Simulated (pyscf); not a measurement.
H₃C–Ga(CH₃)–Cl + H₂C=CH₂ → H₃C–CH₂–CH₂–Ga(CH₃)–Cl, gas phase, singlet surface. Single points on ωB97X-D3(BJ)/def2-SVP structures (PySCF, gas phase). ΔG in kcal/mol from ωB97M-D3(BJ)/def2-TZVP energies (ideal gas, 1 atm, RRHO with modes under 100 cm⁻¹ raised to 100, one conformer, R ln 2 for chiral ones without a mode under 150 cm⁻¹).

```json
[
 {"T (K)": "298", "ΔG": "-8.2"},
 {"T (K)": "600", "ΔG": "+4.1"},
 {"T (K)": "900", "ΔG": "?"},
 {"T (K)": "1200", "ΔG": "+28.0"}
]
```

Fit a line to the three values, predict ΔG at 900 K, and estimate where the reaction turns unfavourable at 1 atm of each gas.

Least squares gives ΔG = -20.1 + 40.1 × T/1000 K, so ΔS is about -168 J/(mol K) and ΔH about -20.1 kcal/mol over this range (ΔH at 298 K: -20.3). At 900 K the line gives +16.0; the computed value is +16.2. ΔG = 0 falls near 500 K; 1 kcal/mol in the energy moves that by 25 K. This is thermodynamics alone and says nothing of the barrier. Elements up to Kr have no core potential and no relativistic terms here.
